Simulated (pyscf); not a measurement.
Single points on ωB97X-D3(BJ)/def2-SVP structures (PySCF, gas phase).

**Question.** For the elementary gas-phase step HS–Zn–SH (SMILES [SH][Zn][SH]) + H₂O (SMILES O) → H₂S (SMILES S) + HO–Zn–SH (SMILES [OH][Zn][SH]) (singlet surface; S–Zn, H–O broken, H–S, O–Zn formed), what barrier and reaction energy does ωB97M-D3(BJ)/def2-TZVP give, measured from the separated reactants?

**Answer.** ΔE‡ = 9.5 kcal/mol, ΔE = +13.6 kcal/mol. Zero-point energy shifts the barrier by -0.8 kcal/mol. It is a four-centre exchange, with an imaginary mode of 566i cm⁻¹. On the reactant side the descent ends in an adduct with a O–Zn contact, 13.3 kcal/mol under the separated species and 21.5 kcal/mol under the saddle at ωB97X-D3(BJ)/def2-TZVP. On the product side the descent ends in an adduct with a S–Zn contact, 11.6 kcal/mol under the separated species and 4.6 kcal/mol under the saddle at ωB97X-D3(BJ)/def2-TZVP. At ωB97M-D3(BJ) the saddle lies under the separated products, which points to a path from their complex (located at ωB97X-D3(BJ) alone), and parting the products costs more than the saddle. What is counted as formed (O–Zn) is already present as a longer contact in the reactant adduct; forming that adduct is a step of its own. What is counted as broken (S–Zn) persists as a longer contact in the product adduct; parting that adduct is a step of its own. One saddle was located; it need not be the lowest between these sides. Elements up to Kr have no core potential and no relativistic terms here.
